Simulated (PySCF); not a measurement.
## Converging Cl₂⁺ in the basis (HF)

PySCF, UHF reference; doublet, unpaired electrons π ↑; De to Cl⁺ + Cl without counterpoise correction.

```csv
basis,relativity,functions,Re (Å),ωe (cm⁻¹),De (eV)
"6-31G(d,p)",no relativity,36,1.874,736,1.04
jorge-DZP-DKH,spin-free X2C,48,1.891,728,1.23
aug-pcseg-1,no relativity,54,1.887,733,1.27
def2-TZVPPD,no relativity,102,1.858,750,1.76
```

(1) How does each smaller set differ from the one with most functions, def2-TZVPPD?

Hartree–Fock leaves out correlation, which carries a large part of most bond energies and some tenths to 1 eV of ionisation energies. The state was picked by a PBE0 search and need not be the measured ground state.

Results:

(1) 6-31G(d,p): +1.6 pm, -1.9 % in ωe, -0.72 eV in De; jorge-DZP-DKH: +3.3 pm, -2.9 % in ωe, -0.53 eV in De; aug-pcseg-1: +2.9 pm, -2.3 % in ωe, -0.49 eV in De. All at HF; the set with most functions is neither the basis-set limit nor always the best. The rows treat relativity differently, so the differences are not basis effects alone.
